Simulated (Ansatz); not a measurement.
AlH$_{5}$N$_{2}$ (`[NH2][AlH][NH2]`), 8 atoms. Charge 0, multiplicity 1. All runs use 4 threads of an Intel Xeon Platinum 8259CL on a shared host. Correlated methods freeze the cores. Open-shell runs search over several starts.

(1) How many basis functions does each run have, and how long does it take in Ansatz? RHF-CCSD(T)/def2-SVP energy; RHF-CCSD(T)/def2-TZVPP energy; UKS r2SCAN-D4/def2-TZVPP energy of the cation; RKS B2PLYP (frozen core)/def2-TZVPP energy; RHF-CCSD(T)/def2-QZVPP energy; UKS PBE-D4/def2-TZVPP energy of the cation; RKS PBE0-D4/def2-SVP energy; RKS r2SCANh-D4/def2-TZVPP energy; RKS BHLYP-D4/def2-TZVPP energy; RKS ωB97M-V/def2-QZVPP energy; RKS ωB97M-V/def2-SVP energy; UKS ωB97M-V/def2-TZVPP energy of the cation. (Best estimate.)

Answers

(1) Ansatz gave: Other jobs shared the machine, so times are rough.

```
                              level                   job  functions  wall time  peak host memory (GiB)
               RKS PBE0-D4/def2-SVP                energy         71      0.5 s                    0.34
               RHF-CCSD(T)/def2-SVP                energy         71      0.7 s                    0.34
            RKS BHLYP-D4/def2-TZVPP                energy        174      1.1 s                    0.34
               RKS ωB97M-V/def2-SVP                energy         71      1.6 s                    0.34
RKS B2PLYP (frozen core)/def2-TZVPP                energy        174      1.8 s                    0.34
          RKS r2SCANh-D4/def2-TZVPP                energy        174      1.9 s                    0.34
              UKS PBE-D4/def2-TZVPP  energy of the cation        174      3.1 s                    0.35
           UKS r2SCAN-D4/def2-TZVPP  energy of the cation        174      4.8 s                     0.4
             RKS ωB97M-V/def2-QZVPP                energy        334        6 s                    0.89
             UKS ωB97M-V/def2-TZVPP  energy of the cation        174      8.5 s                    0.58
             RHF-CCSD(T)/def2-TZVPP                energy        174        9 s                     1.5
             RHF-CCSD(T)/def2-QZVPP                energy        334    8.8 min                     4.5
```
